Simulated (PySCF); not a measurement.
# Choosing a basis for TDDFT

Compound: ClH₃Si.
SMILES: `[SiH3]Cl`

TDDFT with PBE0 (PySCF), vertical singlets, core orbitals frozen in the response, spherical d and f functions. Isolated species at its PBE0-D3(BJ)/def2-SVP geometry, gas phase.

Problem. Compare 6-31G*, 6-31+G*, def2-SVP, def2-SVPD, aug-cc-pVDZ, def2-TZVP, def2-TZVPD and aug-cc-pVTZ for this molecule.

Solution. 

```tsv
basis	functions	diffuse	S1 (eV)	S2 (eV)	S3 (eV)	S4 (eV)	S5 (eV)	LUMO (eV)	α (au)
6-31G*	42	no	7.29	7.29	9.14	9.19	9.19	-0.13	30.2
6-31+G*	50	yes	7.13	7.13	8.05	8.05	9.02	-0.48	33.6
def2-SVP	51	no	7.50	7.50	8.85	9.06	9.06	0.25	32.4
def2-SVPD	75	yes	7.24	7.24	8.32	8.32	8.56	-0.33	42.5
aug-cc-pVDZ	81	yes	7.12	7.12	7.92	7.92	8.41	-0.48	42.6
def2-TZVP	92	no	7.32	7.32	8.62	8.81	8.81	-0.13	38.0
def2-TZVPD	116	yes	7.19	7.19	8.14	8.14	8.38	-0.38	43.0
aug-cc-pVTZ	169	yes	7.14	7.14	7.92	7.93	8.35	-0.48	43.1
```

States are compared by their number. Against the largest diffuse basis here (aug-cc-pVTZ, itself not a converged limit), sets without diffuse functions differ by up to 0.36 eV in S1 and 0.85 eV in S5; the smaller diffuse sets differ by up to 0.11 and 0.68 eV. State by state, the largest deviation of a set without diffuse functions is S1 0.36, S2 0.36, S3 1.22, S4 1.27, S5 0.85 eV. The same number needn't mean the same state in each row. Against aug-cc-pVTZ the polarisability deviates by -30% in 6-31G*, -22% in 6-31+G*, -25% in def2-SVP, -1% in def2-SVPD, -1% in aug-cc-pVDZ, -12% in def2-TZVP, 0% in def2-TZVPD. A single + in a Pople set puts diffuse functions on heavy atoms only.

Without π bonds the low states are Rydberg-like; a valence basis with one diffuse set may place them up to an eV too high.
